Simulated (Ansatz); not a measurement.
C2H7NS2, SMILES `CC(N)(S)S` at its PBE0-D4/def2-TZVP geometry, where that method's forces vanish. Charge 0, multiplicity 1.

| atom | x (Å) | y (Å) | z (Å) |
| --- | --- | --- | --- |
| C1 | -0.5358 | 0.1257 | 1.1416 |
| C2 | 0.1045 | 0.0412 | -0.2388 |
| N3 | 0.3047 | -1.3021 | -0.7346 |
| S4 | -1.0196 | 0.9228 | -1.3727 |
| S5 | 1.7943 | 0.7462 | -0.2291 |
| H6 | -1.5221 | -0.3467 | 1.1207 |
| H7 | -0.6555 | 1.1587 | 1.4733 |
| H8 | 0.0919 | -0.3993 | 1.8639 |
| H9 | -0.5889 | -1.7298 | -0.9435 |
| H10 | 0.7913 | -1.8655 | -0.0455 |
| H11 | -0.2472 | 0.7728 | -2.4600 |
| H12 | 1.4822 | 1.8762 | 0.4249 |

Q: For each bond, give half the difference of the two atoms' forces along it (eV/Å; positive pushes the atoms apart) under PBE-D4, r2SCAN-D4, B3LYP-D4, ωB97M-V in def2-TZVPP. (Estimate.)

A: Computed: 
```csv
bond,length (Å),PBE-D4,r2SCAN-D4,B3LYP-D4,ωB97M-V
C1–C2,1.524,-0.01,0.04,0.09,0.09
C1–H6,1.094,0.10,-0.03,-0.08,-0.08
C1–H7,1.091,0.08,-0.04,-0.07,-0.05
C1–H8,1.092,0.11,-0.04,-0.09,-0.08
C2–N3,1.446,0.10,0.13,0.16,0.22
C2–S4,1.824,0.19,0.14,0.17,-0.03
C2–S5,1.831,0.21,0.17,0.18,-0.03
N3–H9,1.012,0.23,-0.01,-0.07,-0.07
N3–H10,1.014,0.22,0.01,-0.06,-0.07
S4–H11,1.342,0.26,0.01,-0.04,-0.10
S5–H12,1.342,0.26,0.01,-0.04,-0.09
```

B3LYP here is the variant with VWN-RPA as its local correlation; programs differ in this.
